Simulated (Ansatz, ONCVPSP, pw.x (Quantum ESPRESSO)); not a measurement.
## What a changed setting does to a pw.x run (bcc Ta)

Potential: optimised norm-conserving Vanderbilt (ONCV), ONCVPSP 4.0.1.1 (patched build), PBE; core [Kr] 4d10 4f14, reference 5s2 5p6 5d3.5 6s1.5; waves: 5s+6s: rc 1.60 bohr, ncon 4, nbas 9, qcut 7.2 1/bohr, 2 projectors; 5p: rc 1.85 bohr, ncon 4, nbas 7, qcut 6.7 1/bohr, 2 projectors, debl 3.2 Ha; 5d: rc 2.65 bohr, ncon 3, nbas 8, qcut 4.8 1/bohr, 2 projectors, debl 0.3 Ha; local part: polynomial inside 1.20 bohr (lpopt 3, dvloc0 4 Ha); core correction: Teter function, fcfact 5.5, rcfact 1.45.

The reference run (k-mesh 14³, cutoffs 55/220 Ry, Fermi–Dirac 0.01 Ry, mixing_beta 0.4, conv_thr 1e-9, no spin) gives -1.39 GPa at 18.192 Å³/atom, where all-electron LAPW gives 1.22 GPa. This run, with its own iteration cap, changes k-mesh points per axis to 8.

```
&control
  calculation='scf', prefix='x', pseudo_dir='./', outdir='./tmp', tstress=.true., disk_io='none'
/
&system
  ibrav=0, nat=1, ntyp=1, ecutwfc=55, ecutrho=220, nbnd=14,
  occupations='smearing', smearing='fd', degauss=0.01
/
&electrons
  conv_thr=1e-09, mixing_beta=0.4, electron_maxstep=60
/
ATOMIC_SPECIES
Ta 1.0 Ta.UPF
CELL_PARAMETERS angstrom
  -1.65681297 1.65681297 1.65681297
  1.65681297 -1.65681297 1.65681297
  1.65681297 1.65681297 -1.65681297
ATOMIC_POSITIONS crystal
Ta 0.0000 0.0000 0.0000
K_POINTS automatic
8 8 8 0 0 0
```

```bash
pw.x < Ta.scf.in > Ta.scf.out
```

How does the run end?

It converges in 7 iterations; the free energy moves by -13.3 meV/atom and the pressure by -1.29 GPa.

```
Message from routine setup:
     using ibrav=0 with symmetry is DISCOURAGED, use correct ibrav instead
     lattice parameter (alat)  =       5.4229  a.u.
     unit-cell volume          =     122.7657 (a.u.)^3
     number of electrons       =        13.00
     number of Kohn-Sham states=           14
     kinetic-energy cutoff     =      55.0000  Ry
     charge density cutoff     =     220.0000  Ry
     scf convergence threshold =      1.0E-09
     Exchange-correlation= PBE
     number of k points=    29  Fermi-Dirac smearing, width (Ry)=  0.0100
     iteration #  1     ecut=    55.00 Ry     beta= 0.40
     total energy              =    -134.58530423 Ry
     estimated scf accuracy    <       0.04630820 Ry
     iteration #  2     ecut=    55.00 Ry     beta= 0.40
     total energy              =    -134.58436626 Ry
     estimated scf accuracy    <       0.00835817 Ry
     iteration #  3     ecut=    55.00 Ry     beta= 0.40
     total energy              =    -134.58539235 Ry
     estimated scf accuracy    <       0.00031154 Ry
     iteration #  4     ecut=    55.00 Ry     beta= 0.40
     total energy              =    -134.58541273 Ry
     estimated scf accuracy    <       0.00000508 Ry
     iteration #  5     ecut=    55.00 Ry     beta= 0.40
     total energy              =    -134.58541386 Ry
     estimated scf accuracy    <       0.00000048 Ry
     iteration #  6     ecut=    55.00 Ry     beta= 0.40
     total energy              =    -134.58541389 Ry
     estimated scf accuracy    <          3.7E-09 Ry
     iteration #  7     ecut=    55.00 Ry     beta= 0.40
     the Fermi energy is    18.3545 ev
!    total energy              =    -134.58541390 Ry
     estimated scf accuracy    <          4.5E-10 Ry
     smearing contrib. (-TS)   =      -0.00511835 Ry
     The total energy is F=E-TS. E is the sum of the following terms:
     one-electron contribution =     -15.83120716 Ry
     hartree contribution      =      14.49880719 Ry
     xc contribution           =     -35.02917512 Ry
     ewald contribution        =     -98.21872045 Ry
     convergence has been achieved in   7 iterations
          total   stress  (Ry/bohr**3)                   (kbar)     P=      -26.78
     Message from routine punch:
     Nothing written, as per user request (disk_io='none')
```

The run took about 5.3 s on one core of a shared host (Neoverse-N1, 64 threads, 124 GiB, load 59).
